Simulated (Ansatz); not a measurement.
Changing the shape of CO₂ (charge +1), doublet

Calculated in Ansatz's Gaussian-basis code; OMP3 by scripts on PySCF. Settings: cc-pVTZ; 3 core orbitals frozen; no relativity. On stretched bonds single-reference methods can fail or change state.

Case A:

| atom | x (Å) | y (Å) | z (Å) |
| --- | --- | --- | --- |
| O | 0.0000 | 0.0000 | -1.2000 |
| C | 0.0000 | 0.0000 | 0.0000 |
| O | 0.0000 | 0.0000 | 1.1600 |

Case B:

```xyz
3

O     0.0000    0.0000   -1.1900
C     0.0000    0.0000    0.0000
O     0.0000    0.0000    1.1700
```

Case C:

```json
{"atom": "O", "x (Å)": "0.0000", "y (Å)": "0.0000", "z (Å)": "-1.1800"}
{"atom": "C", "x (Å)": "0.0000", "y (Å)": "0.0000", "z (Å)": "0.0000"}
{"atom": "O", "x (Å)": "0.0000", "y (Å)": "0.0000", "z (Å)": "1.1800"}
```

Case D:

```xyz
3

O     0.0000    0.0000   -1.2500
C     0.0000    0.0000    0.0000
O     0.0000    0.0000    1.1100
```

Case E:

```xyz
3

O     0.0000    0.0000   -1.2400
C     0.0000    0.0000    0.0000
O     0.0000    0.0000    1.1200
```

Case F:

```xyz
3

O     0.0000    0.0000   -1.2300
C     0.0000    0.0000    0.0000
O     0.0000    0.0000    1.1300
```

Energy less that of case A, in eV:

| case | RCCSD | UOMP3 |
| --- | --- | --- |
| B | -0.012 | -0.004 |
| C | -0.016 | -0.006 |
| D | +0.059 | +0.102 |
| E | +0.024 | +0.067 |
| F | 0.000 | +0.041 |

Task: Give the UCCSD(T) energies against case A.

Result: B: -0.008 eV; C: -0.011 eV; D: +0.151 eV; E: +0.103 eV; F: +0.064 eV.
